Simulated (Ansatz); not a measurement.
The same path of BClH2 + ClH (6 atoms, charge 0, multiplicity 1) was run 3 times with different band settings. Lost on the way: B1–H2, Cl5–H6. Made: B1–Cl5, H2–H6.

The calculation used RKS B3LYP-D4/cc-pVDZ (Ansatz).

Relaxed end points:

```xyz
6
Properties=species:S:1:pos:R:3
B 0.035 0.373 -0.126
H 0.169 0.806 0.984
H 0.945 0.069 -0.844
Cl -1.601 0.297 -0.784
Cl 0.233 -2.372 1.170
H -0.756 -2.073 1.955
```

```xyz
6
Properties=species:S:1:pos:R:3
B 0.024 -0.647 -0.629
H -0.411 0.355 2.398
H 1.029 -0.001 -0.571
Cl -1.487 0.133 -1.062
Cl 0.077 -2.370 -0.294
H -0.206 -0.370 2.512
```

Common settings: spring 5.0 eV/Å²; start path through a guess of the saddle point; force threshold 0.05 eV/Å; iteration limit 60; end points relaxed.

| run | movable images | climbing image | optimiser |
| --- | --- | --- | --- |
| 1 | 9 | yes | quadratic models (default) |
| 2 | 9 | from the first iteration | lbfgs |
| 3 | 1 | no | quadratic models (default) |

(1) What does each run give, and how far can it be trusted?

## Answers

(1) Run 1: converged after 25 iterations, highest image 0.690 eV above the first end. A vibrational analysis at the climbing image gives one clearly imaginary mode, 847i cm⁻¹: a first-order saddle point.
Run 2: converged after 50 iterations, highest image 0.690 eV above the first end. Another band between the same ends (9 images) ends at a top of the same energy, where a vibrational analysis finds 1 clearly imaginary mode.
Run 3: converged after 8 iterations, highest image 0.541 eV above the first end. Neighbouring images differ by up to 1.2 eV, so the band resolves the path poorly. No image climbed, so the highest image needn't sit at the top of the path. So few images can step over the top or miss a turn of the path.
The orbitals stay closed-shell, which can raise the energy where a bond breaks towards radicals; this wasn't checked here.
